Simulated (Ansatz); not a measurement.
A first try at a rigid torsion scan of C4H6O, SMILES O[C@]12C[C@H]1C2, using Ansatz 0.2.0, Python API.

`run_torsion.py`:
```python
# -*- coding: utf-8 -*-
"""Rigid torsion scan of C4H6O."""

import ansatz as az
from ase import Atoms

atoms = Atoms(["O", "C", "C", "C", "C", "H", "H", "H", "H", "H", "H"], positions=[
    (1.7243, 0.0784, 0.3236),
    (0.4649, -0.1464, -0.291),
    (-0.4743, 0.9461, -0.6053),
    (-0.6839, 0.2195, 0.6713),
    (-0.4821, -1.169, 0.1906),
    (2.4124, 0.2164, -0.3488),
    (-0.1095, 1.9659, -0.5533),
    (-1.1907, 0.7988, -1.4068),
    (-0.3453, 0.5782, 1.6315),
    (-1.198, -1.5835, -0.5111),
    (-0.1178, -1.9045, 0.8995),
])

# start the scan from a relaxed geometry
first = (
    az.Crystal.molecule_from_ase(atoms).calculation()
    .basis(gaussian="6-31G*")
    .functional("r2SCAN")
    .stress()
    .relax(force_tolerance=0.02, max_steps=30)
)
atoms.positions = first.run().report["positions_ang"]

start = atoms.get_dihedral(2, 1, 0, 5)
energies = {}
for turn in range(0, 360, 30):
    turned = atoms.copy()
    turned.set_dihedral(2, 1, 0, 5, start + turn, indices=[0, 5])
    calc = (
        az.Crystal.molecule_from_ase(turned).calculation()
        .basis(gaussian="6-31G*")
        .functional("r2SCAN")
        .stress()
    )
    energies[round((start + turn) % 360)] = calc.run().report["free_energy_ev"]
floor = min(energies.values())
print("dihedral C2-C1-O0-H5 (deg)   E - E(min) (eV)")
for angle, e in sorted(energies.items()):
    print(f"{angle:8d} {(e - floor):14.3f}  " + "#" * int(30 * (e - floor) / max(max(energies.values()) - floor, 1e-9)))
```

```console
$ python run_torsion.py
Traceback (most recent call last):
  File "run_torsion.py", line 29, in <module>
    atoms.positions = first.run().report["positions_ang"]
                      ~~~~~~~~~^^
  ...
ansatz.RefusalError: invalid value for `basis.gaussian`: such a run doesn't read output.stress; remove what it names
```
(Library frames cut from the traceback.)

What is wrong, and how is it mended?

The fault: a molecule has no stress. The change:

The script, `run_torsion.py`:
```python
# -*- coding: utf-8 -*-
"""Rigid torsion scan of C4H6O."""

import ansatz as az
from ase import Atoms

atoms = Atoms(["O", "C", "C", "C", "C", "H", "H", "H", "H", "H", "H"], positions=[
    (1.7243, 0.0784, 0.3236),
    (0.4649, -0.1464, -0.291),
    (-0.4743, 0.9461, -0.6053),
    (-0.6839, 0.2195, 0.6713),
    (-0.4821, -1.169, 0.1906),
    (2.4124, 0.2164, -0.3488),
    (-0.1095, 1.9659, -0.5533),
    (-1.1907, 0.7988, -1.4068),
    (-0.3453, 0.5782, 1.6315),
    (-1.198, -1.5835, -0.5111),
    (-0.1178, -1.9045, 0.8995),
])

# start the scan from a relaxed geometry
first = (
    az.Crystal.molecule_from_ase(atoms).calculation()
    .basis(gaussian="6-31G*")
    .functional("r2SCAN")
    .relax(force_tolerance=0.02, max_steps=80)
)
atoms.positions = first.run().report["positions_ang"]

start = atoms.get_dihedral(2, 1, 0, 5)
energies = {}
for turn in range(0, 360, 30):
    turned = atoms.copy()
    turned.set_dihedral(2, 1, 0, 5, start + turn, indices=[0, 5])
    calc = (
        az.Crystal.molecule_from_ase(turned).calculation()
        .basis(gaussian="6-31G*")
        .functional("r2SCAN")
    )
    energies[round((start + turn) % 360)] = calc.run().report["free_energy_ev"]
floor = min(energies.values())
print("dihedral C2-C1-O0-H5 (deg)   E - E(min) (eV)")
for angle, e in sorted(energies.items()):
    print(f"{angle:8d} {(e - floor):14.3f}  " + "#" * int(30 * (e - floor) / max(max(energies.values()) - floor, 1e-9)))
```

The mended script runs so:

Running `python run_torsion.py` prints:
```text
dihedral C2-C1-O0-H5 (deg)   E - E(min) (eV)
      21          0.155  ############################
      51          0.155  ############################
      81          0.161  #############################
     111          0.153  ############################
     141          0.155  ############################
     171          0.160  #############################
     201          0.117  #####################
     231          0.038  ######
     261          0.000
     291          0.043  ########
     321          0.123  ######################
     351          0.162  ##############################
```

The scan is rigid and the energies are electronic, in a modest basis. With rigid groups the curve can differ much from the relaxed path, the start wasn't checked as a minimum of this torsion, and equivalent turns needn't return to the same energy. Hardware and time: 100 s on 1 thread of Arm Neoverse V2, on a shared host, peak memory 0.26 GiB.

(A comment or docstring line of the script was reworded after the run, the code is as it ran; lines on the test bed's own set-up are left out of the output.)
